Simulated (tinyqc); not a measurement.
Worked calculation: extended Hueckel theory, for CO-. The parameters take no account of the charge, which enters only through the electron count, and nothing here shows that the anion is bound. One step of it, computed by the program tinyqc.

Task: Wolfsberg-Helmholz matrix. H_ij = K' S_ij (H_ii + H_jj)/2 for i != j (the diagonal keeps H_ii), with K' = K + D^2 + D^4 (1 - K), D = (H_ii - H_jj)/(H_ii + H_jj), K = 1.75.

overlap S, lower triangle:
```
,1C 2s,1C 2px,1C 2py,1C 2pz,2O 2s,2O 2px,2O 2py,2O 2pz
1C 2s,1.000000
1C 2px,0.000000,1.000000
1C 2py,0.000000,0.000000,1.000000
1C 2pz,0.000000,0.000000,0.000000,1.000000
2O 2s,0.342618,0.000000,0.000000,0.429711,1.000000
2O 2px,0.000000,0.190636,0.000000,0.000000,0.000000,1.000000
2O 2py,0.000000,0.000000,0.190636,0.000000,0.000000,0.000000,1.000000
2O 2pz,-0.290307,0.000000,0.000000,-0.304648,0.000000,0.000000,0.000000,1.000000
```

diagonal H_ii (eV): 1C 2s -21.400000, 1C 2px -11.400000, 1C 2py -11.400000, 1C 2pz -11.400000, 2O 2s -32.300000, 2O 2px -14.800000, 2O 2py -14.800000, 2O 2pz -14.800000

K = 1.750000

Give: H.

Result:

H (eV), lower triangle:
```
,1C 2s,1C 2px,1C 2py,1C 2pz,2O 2s,2O 2px,2O 2py,2O 2pz
1C 2s,-21.4000
1C 2px,0.0000,-11.4000
1C 2py,0.0000,0.0000,-11.4000
1C 2pz,0.0000,0.0000,0.0000,-11.4000
2O 2s,-16.4661,0.0000,0.0000,-18.2103,-32.3000
2O 2px,0.0000,-4.4119,0.0000,0.0000,0.0000,-14.8000
2O 2py,0.0000,0.0000,-4.4119,0.0000,0.0000,0.0000,-14.8000
2O 2pz,9.3658,0.0000,0.0000,7.0504,0.0000,0.0000,0.0000,-14.8000
```
